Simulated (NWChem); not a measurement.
Species: tetrafluoroethylene (C₂F₄); SMILES FC(F)=C(F)F

```xyz
6

F      1.1095    -1.3957     0.0000
C      0.0000    -0.6722     0.0000
F     -1.1095    -1.3957     0.0000
C      0.0000     0.6722     0.0000
F     -1.1095     1.3957     0.0000
F      1.1095     1.3957     0.0000
```
Atoms are numbered in this order, from 1.

Computed with NWChem. Pople sets run with spherical d functions. Geometry: optimised at PBE-D3(BJ)/def2-SVP. GIAO values for the isolated, static molecule; σ is the absolute isotropic shielding.

```tsv
level	basis functions	σ F1 (ppm)	σ C2 (ppm)
PBE0/6-31G*	84	323.0	(withheld)
PBE0/6-311G**	108	311.1	34.5
PBE0/def2-SVP	84	325.1	45.8
PBE0/def2-TZVP	186	305.7	31.2
PBE0/IGLO-II	132	307.8	32.2
```

Question: Some entries are withheld; supply them.

Answer: 
- PBE0/6-31G*, σ C2 (ppm): 51.6
